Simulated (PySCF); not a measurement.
Molecule: SMILES C=CC(=O)CC, C5H8O.

Molfile (atoms numbered from 1):
```
C5H8O
     RDKit          3D

 14 13  0  0  0  0  0  0  0  0999 V2000
   -2.3644    0.0333    0.6924 C   0  0  0  0  0  0  0  0  0  0  0  0
   -1.5182   -0.9559    0.3899 C   0  0  0  0  0  0  0  0  0  0  0  0
   -0.0409   -0.8293    0.2697 C   0  0  0  0  0  0  0  0  0  0  0  0
    0.6244   -1.8142    0.0303 O   0  0  0  0  0  0  0  0  0  0  0  0
    0.5981    0.5327    0.4471 C   0  0  0  0  0  0  0  0  0  0  0  0
    2.1073    0.4986    0.3110 C   0  0  0  0  0  0  0  0  0  0  0  0
   -3.4405   -0.1437    0.7680 H   0  0  0  0  0  0  0  0  0  0  0  0
   -2.0221    1.0555    0.8769 H   0  0  0  0  0  0  0  0  0  0  0  0
   -1.8806   -1.9734    0.2114 H   0  0  0  0  0  0  0  0  0  0  0  0
    0.2948    0.9295    1.4316 H   0  0  0  0  0  0  0  0  0  0  0  0
    0.1459    1.2172   -0.2922 H   0  0  0  0  0  0  0  0  0  0  0  0
    2.4045    0.1062   -0.6719 H   0  0  0  0  0  0  0  0  0  0  0  0
    2.5356    1.5044    0.4285 H   0  0  0  0  0  0  0  0  0  0  0  0
    2.5562   -0.1610    1.0674 H   0  0  0  0  0  0  0  0  0  0  0  0
  1  2  2  0
  2  3  1  0
  3  4  2  0
  3  5  1  0
  5  6  1  0
  1  7  1  0
  1  8  1  0
  2  9  1  0
  5 10  1  0
  5 11  1  0
  6 12  1  0
  6 13  1  0
  6 14  1  0
M  END
```

Geometry PBE0-D3(BJ)/def2-SVP throughout; GIAO in PySCF, gas phase, one conformer, non-relativistic; equivalent atoms averaged; basis pcSseg-1.

**Question.** How do the shifts δ (against TMS, H2O at the same level) depend on the functional? (a selection of nuclei; ppm; last column core-seconds on shared hosts with different chips, so compare them loosely)

**Answer.** 
| functional | kind | C3 | C1 | C5 | C6 | O4 | H9 | H8 | H7 | H12/H13/H14 | core-s |
| --- | --- | --- | --- | --- | --- | --- | --- | --- | --- | --- | --- |
| HF | Hartree–Fock | 203.3 | 136.2 | 28.1 | 9.3 | 663.2 | 6.45 | 6.30 | 6.23 | 1.26 | 3.8 |
| LDA | LDA | 208.9 | 139.0 | 32.9 | 5.9 | 719.1 | 6.31 | 6.33 | 6.30 | 0.96 | 10 |
| PBE | GGA | 200.9 | 132.3 | 32.5 | 8.3 | 690.3 | 6.19 | 6.19 | 6.13 | 1.00 | 14 |
| BLYP | GGA | 202.1 | 131.7 | 33.1 | 9.1 | 690.7 | 6.09 | 6.07 | 5.99 | 1.03 | 14 |
| BP86 | GGA | 200.9 | 132.3 | 32.6 | 8.6 | 683.1 | 6.19 | 6.19 | 6.13 | 1.02 | 14 |
| OPBE | GGA | 192.2 | 127.7 | 31.7 | 9.2 | 661.2 | 6.26 | 6.26 | 6.22 | 1.02 | 14 |
| KT2 | GGA | 188.6 | 123.9 | 30.6 | 8.2 | 632.5 | 6.04 | 5.99 | 5.93 | 1.01 | 18 |
| KT3 | GGA | 186.5 | 122.1 | 31.0 | 9.6 | 627.9 | 6.02 | 5.96 | 5.90 | 1.04 | 18 |
| B97-D | GGA | 195.4 | 128.0 | 32.2 | 9.6 | 656.6 | 6.12 | 6.10 | 6.01 | 1.06 | 18 |
| B3LYP | global hybrid | 203.9 | 134.2 | 32.2 | 8.9 | 690.9 | 6.22 | 6.15 | 6.07 | 1.08 | 12 |
| PBE0 | global hybrid | 202.8 | 134.9 | 31.5 | 8.4 | 689.4 | 6.33 | 6.27 | 6.22 | 1.07 | 9.3 |
| mPW1PW91 | global hybrid | 202.9 | 134.9 | 31.5 | 8.7 | 687.5 | 6.31 | 6.25 | 6.20 | 1.08 | 12 |
| WP04 | global hybrid | 203.9 | 133.6 | 33.7 | 11.3 | 650.7 | 6.04 | 5.93 | 5.89 | 1.12 | 20 |
| B97-2 | global hybrid | 198.8 | 131.7 | 31.3 | 9.2 | 667.8 | 6.26 | 6.20 | 6.13 | 1.08 | 20 |
| BHandHLYP | global hybrid | 205.1 | 136.2 | 30.7 | 8.9 | 686.4 | 6.32 | 6.20 | 6.14 | 1.15 | 19 |
| CAM-B3LYP | range-separated hybrid | 207.2 | 137.0 | 31.8 | 8.3 | 693.1 | 6.29 | 6.21 | 6.15 | 1.09 | 25 |
| wB97X-D | range-separated hybrid | 204.3 | 135.6 | 31.7 | 8.8 | 680.1 | 6.32 | 6.27 | 6.21 | 1.09 | 25 |
| LC-wPBE | range-separated hybrid | 208.6 | 139.7 | 31.4 | 8.1 | 685.5 | 6.40 | 6.37 | 6.34 | 1.08 | 35 |

**Question.** Which nucleus among those listed moves most, in ppm?

**Answer.** O4 (ketone oxygen): from 627.9 ppm with KT3 to 719.1 ppm with LDA. The smallest spread is 0.30 ppm, at H12/H13/H14. Proton shifts span only some 12 ppm, so a few tenths of a ppm matter as much there as several ppm in carbon.
